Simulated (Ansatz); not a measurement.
# C4H6O: how energies converge with the basis set

The task here is to estimate one member of a computed series from the others.

Method: one geometry, several basis sets; program: Ansatz 0.2.0, Gaussian basis.

The runs, in order: PBE0-D4/def2-SVP; ωB97M-V/def2-SVP; PBE0-D4/def2-QZVPP; ωB97M-V/def2-QZVPP; the functionals' def2-TZVPP values are taken from earlier runs.

**The relaxed structure**

The geometry comes from an earlier relaxation with PBE0-D4 in a triple-zeta def2 set; it is a stationary point, not always the lowest conformer.

SMILES `C=C=CCO`, 11 atoms, charge 0, spin multiplicity 1.

Atoms are counted from 1 here; the program's logs count them from 0.

Bond lengths: C1–C2 1.300 Å, C1–H6 1.085 Å, C1–H7 1.085 Å, C2–C3 1.302 Å, C3–C4 1.501 Å, C3–H8 1.088 Å, C4–O5 1.413 Å, C4–H9 1.096 Å, C4–H10 1.093 Å, O5–H11 0.961 Å. Angles: C2–C1–H6 121.3°, C2–C1–H7 121.2°, H6–C1–H7 117.5°, C1–C2–C3 179.0°, C2–C3–C4 123.6°, C2–C3–H8 119.6°, C4–C3–H8 116.8°, C3–C4–O5 112.1°, C3–C4–H9 109.6°, C3–C4–H10 109.9°, O5–C4–H9 111.8°, O5–C4–H10 105.4°, H9–C4–H10 107.8°, C4–O5–H11 107.8°.

Set-up of the first run:

in.yaml

```yaml
crystal:
  periodic: [false, false, false]
  atoms:
    - {symbol: C, position_ang: [-1.430334, 0.945996, 1.498632]}
    - {symbol: C, position_ang: [-0.765425, 0.105613, 0.762945]}
    - {symbol: C, position_ang: [-0.080835, -0.725024, 0.030570]}
    - {symbol: C, position_ang: [1.206202, -0.364165, -0.652479]}
    - {symbol: O, position_ang: [1.128949, -0.532150, -2.052904]}
    - {symbol: H, position_ang: [-2.189944, 1.591763, 1.069884]}
    - {symbol: H, position_ang: [-1.250322, 1.023685, 2.566057]}
    - {symbol: H, position_ang: [-0.453077, -1.735417, -0.125972]}
    - {symbol: H, position_ang: [1.493831, 0.658148, -0.380225]}
    - {symbol: H, position_ang: [2.003621, -1.035128, -0.322312]}
    - {symbol: H, position_ang: [0.402735, 0.009779, -2.373594]}
basis:
  gaussian: {orbitals: def2-SVP}
hamiltonian: {xc: pbe0, dispersion: d4}
output: {orbitals: {seedname: orbitals}}
```

Among the steps run: PBE0-D4 in def2-SVP; ωB97M-V in def2-SVP; PBE0-D4 in def2-QZVPP; ωB97M-V in def2-QZVPP.

One table of the session follows, with a row left open; its other results are not shown here.

It belongs to the step «Functionals by basis». 

| functional | basis | HOMO (eV) | LUMO (eV) |
| --- | --- | --- | --- |
| PBE0-D4 | def2-SVP | ? | ? |
| PBE0-D4 | def2-TZVPP | -7.52 | 0.10 |
| PBE0-D4 | def2-QZVPP | -7.56 | 0.00 |
| ωB97M-V | def2-SVP | -9.66 | 2.41 |
| ωB97M-V | def2-TZVPP | -9.78 | 2.08 |
| ωB97M-V | def2-QZVPP | -9.81 | 1.66 |

Estimate the missing values for PBE0-D4, def2-SVP.

The run gave: HOMO (eV): -7.39; LUMO (eV): 0.29. In the column «HOMO (eV)» it is the highest.
